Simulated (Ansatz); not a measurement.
## CCSD(T) against full CI for several species

Each species is computed at the geometry given (Å), with frozen cores, in Ansatz 0.2.0: RHF-CCSD(T) for singlets, UHF-CCSD(T) otherwise, and full CI in the same basis. The program picks the determinant by trial CCSD, so it needn't be the lowest Hartree–Fock solution. States: HAlN A'', GaH4⁺ A1, BH Σ⁺ or Δ, BCl Π. Cases whose determinant has another symmetry than full CI's state, or whose (Q) step broke down, weren't drawn. No relativity is included.

Problem. Judging by size, spin and bonding and the diagnostics given, rank them by the size of CCSD(T)'s error in total energy against full CI in the same basis, smallest first (an estimate).
A. HAlN, quartet, 6-31G: Al 0.000 -0.105 0.617; N 0.000 0.108 -1.290; H 0.000 1.308 1.395. T1 0.024, (T) -50 meV in a correlation energy of -2.70 eV
B. GaH4⁺, singlet, cc-pVDZ: Ga 0.000 0.000 -0.055; H 0.000 1.521 -0.198; H 0.000 0.383 2.107; H 0.000 -1.521 -0.198; H 0.000 -0.383 2.107. T1 0.008, (T) -24 meV in a correlation energy of -2.82 eV
C. BCl, quintet, 6-31G: B 0.000 0.000 0.000; Cl 0.000 0.000 1.697. T1 0.007, (T) -18 meV in a correlation energy of -1.34 eV
D. BH, singlet, aug-cc-pVDZ: B 0.000 0.000 0.000; H 0.000 0.000 1.263. T1 0.013, (T) -42 meV in a correlation energy of -2.50 eV

Solution. C (3.5 meV), B (9.1 meV), D (14.5 meV), A (22.0 meV).

```json
{"species": "BCl, quintet", "basis": "6-31G", "correlated electrons": "10", "CCSD(T) − full CI (meV)": "3.5", "CCSDT(Q) − full CI (meV)": "-0.8", "unpaired electrons (full CI)": "4.00", "T1": "0.007", "⟨S²⟩ of the determinant": "6.00"}
{"species": "GaH4⁺, singlet", "basis": "cc-pVDZ", "correlated electrons": "6", "CCSD(T) − full CI (meV)": "9.1", "CCSDT(Q) − full CI (meV)": "0.2", "unpaired electrons (full CI)": "0.03", "T1": "0.008", "⟨S²⟩ of the determinant": "0.00"}
{"species": "BH, singlet", "basis": "aug-cc-pVDZ", "correlated electrons": "4", "CCSD(T) − full CI (meV)": "14.5", "CCSDT(Q) − full CI (meV)": "0.5", "unpaired electrons (full CI)": "0.12", "T1": "0.013", "⟨S²⟩ of the determinant": "0.00"}
{"species": "HAlN, quartet", "basis": "6-31G", "correlated electrons": "9", "CCSD(T) − full CI (meV)": "22.0", "CCSDT(Q) − full CI (meV)": "-1.1", "unpaired electrons (full CI)": "3.03", "T1": "0.024", "⟨S²⟩ of the determinant": "3.78"}
```

Unpaired electrons are Σ n²(2−n)² over natural occupations; an open shell counts its own unpaired electrons too. Frozen cores follow each run's orbitals, which moves totals by a few meV.
